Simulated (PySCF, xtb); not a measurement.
sulfur dioxide (O2S), SMILES O=S=O.

GFN2-xTB (xtb 6.7.1) at its own geometry gives an orbital gap of 3.51 eV and a dipole moment of 3.22 D.

Coordinates come from a B3LYP-D3(BJ)/def2-TZVP optimisation.

Task: What does PBE/def2-TZVPD (PySCF) give? (Estimate from the structure and the level; the computed values follow.)

Result: gap 3.62 eV (levels -8.09 and -4.47 eV), dipole 1.52 D.
